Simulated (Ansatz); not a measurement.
# AlClH2O: the cost of one run

Program: Ansatz 0.2.0. Level of theory: RKS PBE-D4/def2-SVPD. These are calculated values, not measurements.

## (1) Starting point

Bond lengths: Al1–O2 1.780 Å, O2–H3 1.010 Å, Al1–H4 1.560 Å, Al1–Cl5 2.230 Å. Angles: Al1–O2–H3 109.5°, O2–Al1–H4 120.0°, O2–Al1–Cl5 120.0°, H4–Al1–Cl5 120.0°.

Coordinates:

```xyz
5

Al    0.0000    0.0000    0.0000
O     0.0000    0.0000    1.7800
H    -0.9095   -0.2814    2.1171
H     1.3510    0.0000   -0.7800
Cl   -1.9312    0.0000   -1.1150
```

## (2) Relaxing the start

Contents of input.yaml:

```yaml
crystal:
  periodic: [false, false, false]
  atoms:
    - { symbol: Al, position_ang: [0.0, 0.0, 0.0] }
    - { symbol: O, position_ang: [0.0, 0.0, 1.78] }
    - { symbol: H, position_ang: [-0.9095, -0.2814, 2.1171] }
    - { symbol: H, position_ang: [1.351, 0.0, -0.78] }
    - { symbol: Cl, position_ang: [-1.9312, 0.0, -1.115] }
basis:
  gaussian: { orbitals: def2-SVPD }
hamiltonian:
  xc: pbe
  dispersion: d4
relax:
  f_tol: 0.02
  max_steps: 40
```

Run with:

```console
> ansatz run input.yaml --threads 1 --pin off --max-ram 2048MiB --backend cpu --events-out ev --progress --plain --runs-dir out
```

**Question.** How long does this run take on 1 thread of Arm Neoverse V1, shared host, and how much memory does it need?

About 18 s, with a peak of 0.15 GiB.
